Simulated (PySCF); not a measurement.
Coordinates in bohr (charge 1 multiplicity 1):
```
Cl    0.0000    0.0000    0.0000
Cl    4.1735    0.0000    0.0000
Cl    0.0000    4.1735    0.0000
Cl   -4.1735    0.0000    0.0000
Cl    0.0000   -4.1735    0.0000
```

Method: PySCF, PBE0, basis Cl def2-SVP (no relativity, density fitting).

This geometry of Cl₅⁺ is a stationary point at this level.

Q: What is the point group?

A: D4h.

Q: Is it a minimum?

A: No: it has 1 imaginary mode, at 489i cm⁻¹ (a2u).

Q: List the harmonic modes with their infrared intensities.

A: 
```tsv
symmetry	ω (cm⁻¹)	IR (km/mol, summed over degenerate members)	type
a2u	489i	–	bend
b2u	49	0.0	bend
eu	189	2.1	bend
b2g	197	0.0	bend
b1g	254	0.0	stretch
a1g	259	0.0	stretch
eu	329	45.9	mixed
```

Q: Give the atomic charges and bond orders.

A: 
| atom | Mulliken | Löwdin | polar tensor | Mayer order to Cl1 |
| --- | --- | --- | --- | --- |
| Cl1 | 0.25 | 0.46 | 0.84 | – |
| Cl2,3,4,5 | 0.19 | 0.13 | 0.04 | 0.56 |

In D4h the vibrations span a2u + b2u + 2eu + b2g + b1g + a1g. The a1g, b1g, b2g, b2u modes carry no infrared intensity, as symmetry demands. With a centre of inversion only u modes can be infrared active and only g modes Raman active.

Other isomers or separated fragments may lie lower. At this level a singlet minimum of C4v symmetry lies 43 kJ/mol below this structure. The small gap makes a closed-shell description doubtful.
